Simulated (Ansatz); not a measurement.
We consider fluorite CeO2, described by BLYP (Ansatz, a program for electronic structure, PAW).

Settings: plane-wave cutoff 520 eV, 12×12×12 k mesh, Fermi–Dirac smearing 0.01 eV, no spin polarisation, scalar-relativistic PAW data made under PBE.

Cell (relaxed at this level):

CeO2 has the cubic space group Fm-3m (No. 225), the fluorite structure, Pearson symbol cF12. Cell: a = b = c = 5.5358 Å, α = β = γ = 90.00°. Ce on 4a is surrounded by 8 O at 2.397 Å (cubic). O on 8c sees 4 Ce at 2.397 Å (tetrahedral). (Neighbours: up to the widest gap in distance over summed covalent radii, below 1.35, at either atom; cation-cation and far metal-metal contacts left out.)
(The calculation used a cell of 3 atoms; values per cell refer to that cell.)

**Question.** What does this level give for the bulk modulus B0, Γ–Γ gap and band gap?

**Answer.** 
* **bulk modulus B0**: 161 GPa
* **Γ–Γ gap**: 2.57 eV
* **band gap**: 1.77 eV

Measured, for comparison: band gap 3 eV (temperature not stated, not corrected to a static lattice, O 2p to Ce 4f, our sources range from 3.00 to 3.20; as tabulated in Tran et al. (2019), arXiv:1908.01820); bulk modulus 220 ± 9 GPa (room temperature, not corrected to a static lattice, our sources range from 220 to 230; as tabulated in High Pressure Brillouin Spectroscopy and X-ray Diffraction of Cerium Dioxide …). Computed (rounded) less measured: bulk modulus -27 % (-27 % to -30 % over the range).

Spin–orbit coupling is not included.

Computed values are for the static lattice.
